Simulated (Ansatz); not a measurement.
# CH3Cl (SMILES CCl): functionals against CCSD(T) at one geometry

An exercise on one series of results from a longer session: the logs are not shown, and one member is left open.

The runs use Ansatz 0.2.0, Gaussian basis; single points in def2-TZVPP.

Correlated methods freeze the cores.

## Starting geometry

5 atoms, charge 0, spin multiplicity 1.

Atoms are counted from 1 here; the program's logs count them from 0.

Bond lengths: C1–Cl2 1.818 Å, C1–H3 1.091 Å, C1–H4 1.133 Å, C1–H5 1.045 Å. Angles: Cl2–C1–H3 104.1°, Cl2–C1–H4 107.0°, Cl2–C1–H5 108.9°, H3–C1–H4 113.2°, H3–C1–H5 109.4°, H4–C1–H5 113.8°.

As a file:

| atom | x (Å) | y (Å) | z (Å) |
| --- | --- | --- | --- |
| C1 | -0.12690 | 0.04600 | 0.04250 |
| Cl2 | 1.50840 | -0.28100 | -0.68250 |
| H3 | -0.21490 | -0.69130 | 0.84120 |
| H4 | -0.88980 | -0.09800 | -0.78280 |
| H5 | -0.12880 | 1.00640 | 0.45560 |

The first run:

The input, run/in.yaml:

```yaml
crystal:
  periodic: [false, false, false]
  atoms:
    - {symbol: C, position_ang: [-0.126900, 0.046000, 0.042500]}
    - {symbol: Cl, position_ang: [1.508400, -0.281000, -0.682500]}
    - {symbol: H, position_ang: [-0.214900, -0.691300, 0.841200]}
    - {symbol: H, position_ang: [-0.889800, -0.098000, -0.782800]}
    - {symbol: H, position_ang: [-0.128800, 1.006400, 0.455600]}
basis:
  gaussian: {orbitals: def2-TZVPP}
correlation: {method: ccsd_t}
output: {forces: true}
```

The command line of these runs was not kept.

Steps of the session up to this table: CCSD(T)/def2-TZVPP; PBE0-D4/def2-TZVPP; wB97M-V/def2-TZVPP; r2SCAN-D4/def2-TZVPP; PBE-D4/def2-TZVPP; CAM-B3LYP-D4/def2-TZVPP; BHLYP-D4/def2-TZVPP.

One table of the session follows, with a row left open; its other results are not shown here.

```
      method  RMS force component (eV/Å)  angle to CCSD(T) forces (°)  dipole (D)
     CCSD(T)                       0.866                    reference        1.95
     PBE0-D4                       0.900                          5.2        2.02
     wB97M-V                           ?                            ?           ?
   r2SCAN-D4                       0.861                          1.1        2.04
      PBE-D4                       0.872                          8.5        1.93
CAM-B3LYP-D4                       0.874                          2.8        2.03
    BHLYP-D4                       0.884                          9.6        2.10
```

Estimate the missing values for wB97M-V.

**Answer.** RMS force component (eV/Å): 0.873; angle to CCSD(T) forces (°): 2.8; dipole (D): 2.00. In the column «RMS force component (eV/Å)» it lies between PBE-D4 (0.872) and CAM-B3LYP-D4 (0.874).
